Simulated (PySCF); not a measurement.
**Mayer bond orders and bond lengths**

Compound: C4H4N2.
Numbering: `[CH2:1]=[N:2]/[CH:3]=[CH:4]/[C:5]#[N:6]` (hydrogens: H7, H8 on C1; H9 on C3; H10 on C4)

Cartesian coordinates in Å at the GFN2-xTB level; atoms count from 1:
```
atom  x, y, z in Å
C1    -2.1675    0.0151   -0.1772
N2    -1.0703    0.6051    0.0241
C3     0.0859   -0.1247    0.1558
C4     1.2486    0.5068    0.3752
C5     2.4645   -0.1781    0.5174
N6     3.4621   -0.7329    0.6349
H7    -3.0595    0.6140   -0.2754
H8    -2.2754   -1.0717   -0.2604
H9     0.0415   -1.2141    0.0796
H10    1.2789    1.5852    0.4487
```

Bond orders from the PBE0/pcSseg-1 density (PySCF). Geometry: GFN2-xTB, one conformer, isolated molecule.

**Question.** Where do the orders between heavy atoms depart from those drawn in the SMILES?

**Answer.** The largest departure is 0.268, at C3–C4 (drawn double, 1.732).

**Question.** Give the Mayer order of every bond between heavy atoms, beside its length.

**Answer.** 
```csv
bond,drawn as,length (Å),Mayer order
C1–N2,double,1.262,1.853
N2–C3,single,1.374,1.107
C3–C4,double,1.341,1.732
C4–C5,single,1.403,1.063
C5–N6,triple,1.148,2.991
```

Bonds between the same two heavy elements. C–N: lowest N2–C3 (1.107, 1.374 Å), highest C5–N6 (2.991, 1.148 Å). C–C: lowest C4–C5 (1.063, 1.403 Å), highest C3–C4 (1.732, 1.341 Å).

**Question.** And the bonds to hydrogen?

**Answer.** C–H: 0.93 to 0.95 (4 bonds).

**Question.** Sum the orders of all bonds at each heavy atom with more than one neighbour and set the sums beside the valence in the SMILES.

**Answer.** C1 3.735 (drawn 4), N2 2.960 (drawn 3), C3 3.776 (drawn 4), C4 3.724 (drawn 4), C5 4.054 (drawn 4). Orders between atoms that aren't bonded are not in these sums.

Mayer orders depend on the basis set.
